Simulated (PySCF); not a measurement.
The vertical singlet excitations below were computed for one of the candidates. Method: TDDFT PBE0/def2-SVPD, vertical, gas phase, core orbitals frozen in the response in PySCF 2.14.0, density-fitted response routines. Geometries: GFN2-xTB, one conformer each.

```csv
state,E (eV),λ (nm),f
S1,4.54,273.4,0.0000
S2,6.66,186.1,0.018
S3,7.57,163.8,0.0068
S4,8.01,154.8,0.015
S5,8.20,151.1,0.0018
S6,8.30,149.5,0.0022
S7,8.31,149.1,0.021
S8,8.44,147.0,0.025
```

Triplets computed (Tamm–Dancoff): 3.93, 6.09, 6.56 eV.

Question: Which candidate is it? All have the formula C4H8O.
A. `C/C=C\CO`
B. `CC1COC1`
C. `O=C(C)CC`

Answer: C. Its S1, at 4.54 eV, is the lowest among the candidates; the nearest of the others has S1 at 6.60 eV. S1 is HOMO→LUMO (98%). S1 has the pattern of n→π* at C=O. At the same level the other candidates give, for their lowest levels:
- `C/C=C\CO`: 6.60 eV (f 0.085); 6.78 eV (f 0.024); 7.09 eV (f 0.050); 7.20 eV (f 0.110); 7.33 eV (f 0.078); T1 4.28 eV; HOMO -7.16, LUMO 0.23 eV
- `CC1COC1`: 6.82 eV (f 0.018); 6.90 eV (f 0.003); 7.51 eV (f 0.000); 7.57 eV (f 0.008); 8.18 eV (f 0.002); T1 6.52 eV; HOMO -7.19, LUMO 0.75 eV

Conformer computed: `[CH3:1][CH2:2][C:3]([CH3:4])=[O:5]`: C1–C2–C3–C4 169°.
